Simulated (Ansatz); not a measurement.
Frontier orbitals of H$_{7}$NSi$_{2}$, SMILES `[SiH3]N[SiH3]`.

```
atom   x (Å)   y (Å)   z (Å)
 Si1   0.324   0.328   1.491
  N2   0.075   0.598  -0.195
 Si3  -0.344  -0.538  -1.424
  H4   0.357  -1.140   1.706
  H5  -0.758   0.915   2.330
  H6   1.607   0.934   1.943
  H7   0.128   1.562  -0.493
  H8  -0.226  -1.894  -0.834
  H9   0.568  -0.416  -2.595
 H10  -1.733  -0.349  -1.929
```

Charge 0, multiplicity 1. All single points use the PBE0-D4/def2-TZVP geometry. Basis def2-TZVPP, Ansatz 0.2.0.

```tsv
functional	HOMO (eV)	LUMO (eV)	gap (eV)
LDA (SPW92)	-6.27	-1.14	5.13
PBE	-6.19	-0.92	5.27
r2SCAN	-6.49	-0.47	6.02
PBE0	-7.52	-0.08	7.44
HSE06 (plane-wave form)	-7.12	-0.45	6.67
LC-ωPBE	-10.26	2.05	12.31
ωB97X-V	-9.92	1.89	11.81
ωB97M-V	-9.81	1.52	11.33
```

Problem. What is the vertical ionisation energy at frozen-core CCSD(T)/CBS(def2)? (Best estimate.)

Solution. Computed: 9.94 eV (T1 of the cation 0.033).

From PBE to PBE0 the HOMO moves by −1.33 eV and the LUMO by +0.84 eV, and with ωB97M-V by −3.61 and +2.43 eV, so the gap grows from 5.28 to 11.32 eV with exact exchange. A positive LUMO is unbound and depends on the basis. −ε(HOMO) differs from that ionisation energy by −3.75 eV with PBE and −0.13 eV with ωB97M-V.

LC-ωPBE has ω = 0.4 bohr⁻¹.
